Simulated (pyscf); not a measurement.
Routes from GeH₄ (SMILES [GeH4]) + •H₂Si–SiH₃ (SMILES [SiH2][SiH3])

Candidate steps break at most two bonds and form at most two. Each was searched with GFN2-xTB (tblite) first. Optimised with ωB97X-D3(BJ)/def2-SVP in PySCF. Energies: ωB97M-D3(BJ)/def2-TZVP, eV, from the separated reactants, doublet surface; ΔG‡ with ideal gas, 1 atm, RRHO with modes under 100 cm⁻¹ raised to 100, one conformer, R ln 2 for chiral ones without a mode under 150 cm⁻¹.

```tsv
products	type	ΔE‡	ΔE	ΔG‡ 298 K	ΔG‡ 900 K	ν‡ (cm⁻¹)
GeH₃• + H₃Si–SiH₃	hydrogen abstraction	0.22	-0.21	0.49	1.14	1423i
H₃Si–SiH₂–GeH₃ + H•	substitution at Ge	0.87	+0.68	1.23	2.05	272i
```

Plain bond fissions and candidates not yet searched are not listed, and one of them may be faster. Each barrier is that of the saddle found; lower ones may exist. Elements up to Kr have no core potential and no relativistic terms here.
